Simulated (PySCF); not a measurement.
## TDDFT excited states: CH6N2

Species: methylhydrazine, CH6N2.
Z-matrix (Å and degrees, GFN2-xTB geometry), rows numbered from 1:
```
C 
N   1  1.4481
N   2  1.4205  1  110.23
H   1  1.0877  2  108.44  3   178.33
H   1  1.0999  2  113.42  3   -60.28
H   1  1.0880  2  107.90  3    59.92
H   2  1.0248  1  109.54  3   123.83
H   3  1.0236  2  112.79  1    76.39
H   3  1.0144  2  108.47  1  -162.97
```

Level of theory: PySCF 2.14.0, density-fitted response routines, TDDFT B3LYP/def2-SVPD, vertical, gas phase, core orbitals frozen in the response.

```csv
state,E (eV),ν̃ (cm⁻¹),f,|μ| (D),"main configurations (H = HOMO, L = LUMO)"
S1,5.59,45090,0.014,0.80,H→L (98%)
S2,6.52,52580,0.020,0.90,"H→L+1 (60%), H-1→L (33%)"
S3,6.67,53810,0.0034,0.37,"H-1→L (60%), H→L+1 (37%)"
S4,6.88,55520,0.037,1.19,H→L+2 (93%)
S5,7.44,59990,0.035,1.11,H→L+3 (94%)
S6,7.64,61600,0.024,0.90,"H-1→L+1 (82%), H-1→L+2 (10%)"
S7,7.96,64200,0.041,1.17,"H-1→L+2 (87%), H-1→L+1 (9%)"
S8,8.20,66140,0.026,0.91,H→L+4 (89%)
```

Triplets, Tamm–Dancoff:

```csv
state,E (eV),λ (nm),"main configurations (H = HOMO, L = LUMO)"
T1,5.33,232.5,H→L (96%)
T2,6.21,199.7,"H-1→L (47%), H→L+1 (32%), H→L+2 (16%)"
T3,6.50,190.7,"H-1→L (45%), H→L+1 (43%)"
```

The lowest singlet lies at 5.59 eV (222 nm, ultraviolet) and is weak; its leading configuration is HOMO→LUMO (98%). The most intense listed level is S7 at 7.96 eV (156 nm, f = 0.041), 2.37 eV above S1. Löwdin shares by element: HOMO nitrogen 73%, carbon 8%, hydrogen 6% or more; LUMO hydrogen 32% or more, carbon 21%, nitrogen 13% or more (atoms not listed hold the other 34%). Of the 8 states listed, 7 reach f = 0.01 and none stays under 0.0005. The listed states span 2.61 eV, and the widest gap between neighbours is 0.93 eV (S1 to S2). Orbital energies (eV): HOMO-3 -10.90, HOMO-2 -10.43, HOMO-1 -7.31, HOMO -6.28, LUMO 0.44, LUMO+1 1.31, LUMO+2 1.65. The window holds the lowest 8 singlets.

On an Arm Neoverse N1 with one thread, shared host with 64 logical CPUs at a one-minute load of 92, this took 9.9 s (with the writing of density and orbital grids) and 0.45 GiB of memory at its peak.

One conformer stands for the species.
